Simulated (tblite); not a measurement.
# F3H3Li: the cost of one run

Computed with tblite 0.8.0 and PySCF 2.14.0; each step states its level. No surroundings beyond the atoms listed, unless a continuum is named. Atoms count from 0, parts from 1.

### 1 The system as given

7 atoms, charge 1, multiplicity 1; geometry: rigid parts in contact. Parts: 1 = atom 0, `[Li+]`, charge 1; 2 = atoms 1–2, `F`, charge 0; 3 = atoms 3–4, `F`, charge 0; 4 = atoms 5–6, `F`, charge 0.

### 2 Search for minima with GFN2-xTB

The job: settings as JSON, then the geometry in Å.

```
{"job": {"kind": "dock", "xc": "GFN2-xTB", "basis": "xTB"}, "charge": 1, "multiplicity": 1, "parts": [{"atoms": "0-0", "charge": 1, "multiplicity": 1}, {"atoms": "1-2", "charge": 0, "multiplicity": 1}, {"atoms": "3-4", "charge": 0, "multiplicity": 1}, {"atoms": "5-6", "charge": 0, "multiplicity": 1}]}
Li     0.192055    -0.522327    -0.702275
F      1.575016    -1.199136     0.340619
H      2.227895    -1.581997     0.909700
F     -1.513368    -1.063961    -0.853277
H     -2.408602    -1.350072    -0.937891
F      0.785356     0.304285    -2.154328
H      1.083435     0.748261    -2.926000
```

Level: GFN2-xTB search for minima from random contacts, gas phase.

Started as:

```bash
$ OMP_NUM_THREADS=1 python cluster_run.py task.json out
```

One launch serves the whole session: the jobs run in the order shown.

Q: Estimate the wall time of this first job on 1 thread of Intel Xeon 6975P-C, shared host.

About 2 s.
